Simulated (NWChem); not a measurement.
# ethylene (C2H4); SMILES C=C

Results from NWChem. Coordinates come from a PBE0/def2-SVP optimisation. Total energies compare along this basis series because the functional is fixed.

```tsv
level	basis functions	energy (Ha)	highest occupied level (eV)	orbital gap (eV)
CAM-B3LYP/3-21G	26	-78.1037	-9.00	11.13
CAM-B3LYP/pcseg-1	48	-78.5221	-9.23	10.66
CAM-B3LYP/aug-pcseg-1	82	-78.5239	-9.26	9.67
CAM-B3LYP/pcseg-2	116	-78.5694	-9.27	10.40
CAM-B3LYP/def2-TZVPP	118	-78.5688	-9.25	(withheld)
```

Fill in the missing entries.


- CAM-B3LYP/def2-TZVPP, orbital gap (eV): 10.49
